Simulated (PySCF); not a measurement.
Gas-phase reaction: C4H10 (n-butane) + 2 CH4 → 3 C2H6

Method: PySCF energies (xtb for GFN2) plus ideal-gas RRHO corrections (1 bar). The comparison is the NASA 1993 polynomial table, which mixes measured and estimated data. S°(298 K) at PBE0/def2-TZVP differs from the NASA 1993 table for C4H10 (n-butane) (-9 J/mol/K); whether the harmonic model or the table's entry is off was not settled. † marks an energy on the PBE0/def2-TZVP geometry and frequencies; other levels use their own. MP2 freezes the core. All species are closed-shell singlets. MP2 isn't extrapolated to the basis-set limit; its ΔH°(298 K) is 22.1 kJ in def2-SVP and 24.3 kJ in def2-TZVPP. The harmonic model lacks anharmonicity and excited electronic states, which grow with temperature; levels with a mode under 35 cm⁻¹ are left out. Internal rotation in C4H10 (n-butane), C2H6 is treated as a harmonic vibration of one conformer, which makes the entropy rough.

```tsv
level	ΔH°(298 K), kJ	minus table	ΔG°(600 K), kJ
table	23.4	-	21.6
BLYP/def2-TZVP†	12.4	-11.0	7.2
GFN2-xTB	19.7	-3.7	14.9
MP2/def2-TZVPP†	24.3	0.9	19.1
PBE/def2-SVP	14.9	-8.5	9.5
PBE/def2-TZVP†	15.8	-7.6	10.6
PBE0/def2-SVP†	15.1	-8.3	9.8
PBE0/def2-TZVP	15.7	-7.7	10.4
r2SCAN/def2-TZVP†	20.5	-2.9	15.3
ωB97M-V/def2-TZVP†	21.2	-2.2	16.0
```
